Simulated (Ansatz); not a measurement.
Geometry optimisation, Ansatz 0.2.0, RKS B3LYP-D4/def2-SVP.

Input file:

```yaml
crystal:
  periodic: [false, false, false]
  atoms:
    - { symbol: Si, position_ang: [0.0, 0.0, 0.0] }
    - { symbol: Cl, position_ang: [1.2713, 0.0, 1.9526] }
    - { symbol: H, position_ang: [1.6559, 0.0, 0.1178] }
    - { symbol: H, position_ang: [-0.6877, 1.1914, -0.4862] }
    - { symbol: H, position_ang: [-0.6877, -1.1914, -0.4862] }
basis:
  gaussian: { orbitals: def2-SVP }
hamiltonian:
  xc: b3lyp
  dispersion: d4
relax:
  f_tol: 0.15
  max_steps: 25
  restrain:
    - { distance: [1, 2], at: 2.57, k: 30.0 }
    - { distance: [0, 1], at: 2.13, k: 30.0 }
    - { distance: [0, 2], at: 1.46, k: 30.0 }
```

Command:

```bash
$ ansatz run input.yaml --threads 1 --pin off --max-ram 2048MiB --backend cpu --events-out ev --progress --plain --runs-dir out
```

Question: Where does it end, and by what steps?

Answer: It converged. The restraints hold the end off the free minimum; the threshold counts their pulls, which the force column leaves out. Restrained pairs: Cl2–H3 (1.87 → 2.61 Å), Si1–Cl2 (2.33 → 2.10 Å), Si1–H3 (1.66 → 1.46 Å). After 5 steps the energy has fallen by 2.570 eV (the restraints' own energy left out); H3 moved furthest, 0.55 Å.

```csv
step,energy less start (eV),largest force component (eV/Å),accepted
0,0.0000,4.520,yes
1,-1.1866,2.729,yes
2,-2.0018,1.503,yes
3,-2.5079,1.022,yes
4,-2.5695,1.026,yes
5,-2.5700,1.040,yes
```

```xyz
5
Properties=species:S:1:pos:R:3
Si 0.223 0.000 0.052
Cl 0.827 0.000 2.063
H 1.598 0.000 -0.427
H -0.548 1.221 -0.295
H -0.548 -1.221 -0.295
```

The run took 7.5 s on 1 thread of Arm Neoverse V1, with other jobs on the host, peak memory 0.1 GiB.
